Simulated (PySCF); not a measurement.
Molecule: SMILES C(N)(=O)CS, C₂H₅NOS.

Cartesian coordinates in Å; atom numbers follow the order of the lines, from 1:
```xyz
10

N     1.4504    0.1110    0.0802
C     0.3633   -0.5147    0.5713
O     0.3461   -1.1108    1.6219
C    -0.8621   -0.4403   -0.3313
S    -1.1661    1.2303   -0.9987
H     2.2994    0.1175    0.6196
H     1.4031    0.6477   -0.7695
H    -1.7421   -0.7808    0.2127
H    -0.7108   -1.0770   -1.2042
H    -1.3725    1.8218    0.1756
```

Frames of a GFN2-xTB Langevin trajectory at 300 K; GIAO PBE0/pcSseg-1 shieldings in PySCF, gas phase, non-relativistic; equivalent atoms averaged within each frame.

Referencing at the same level of theory: 15N (σ = 267.73 ppm) against NH3; 13C (σ = 186.93 ppm) and 1H (σ = 31.72 ppm) against TMS; 17O (σ = 336.08 ppm) vs H2O; CS2 for 33S (σ = 503.73 ppm). The references are static minima.

How do the shifts (ppm) fluctuate along the trajectory?

Answers


| time (fs) | N1 | C2 | C4 | O3 | S5 | H7 | H6 | H8/H9 | H10 |
| --- | --- | --- | --- | --- | --- | --- | --- | --- | --- |
| 250 | 117.7 | 185.6 | 38.9 | 466.8 | -64 | 4.94 | 4.51 | 3.49 | 2.60 |
| 425 | 119.5 | 177.2 | 31.9 | 454.8 | -39 | 5.06 | 3.90 | 3.01 | 4.05 |
| 625 | 108.1 | 172.7 | 35.4 | 469.8 | -79 | 2.74 | 4.54 | 3.30 | -0.05 |
| 800 | 108.9 | 172.4 | 34.3 | 441.3 | -73 | 5.45 | 4.00 | 3.05 | 3.46 |
| 1000 | 113.1 | 175.2 | 32.9 | 411.0 | -74 | 3.73 | 4.51 | 2.40 | 3.01 |
| mean of frames | 113.5 | 176.6 | 34.7 | 448.7 | -66 | 4.38 | 4.29 | 3.05 | 2.61 |
| standard deviation | 5.1 | 5.4 | 2.7 | 23.9 | 16 | 1.12 | 0.31 | 0.41 | 1.58 |

5 frames give an uncertainty of the mean of about the standard deviation over 2.2 at best, since frames this close in time may not be independent; classical motion lacks zero-point vibration, and the reference would need the same averaging.
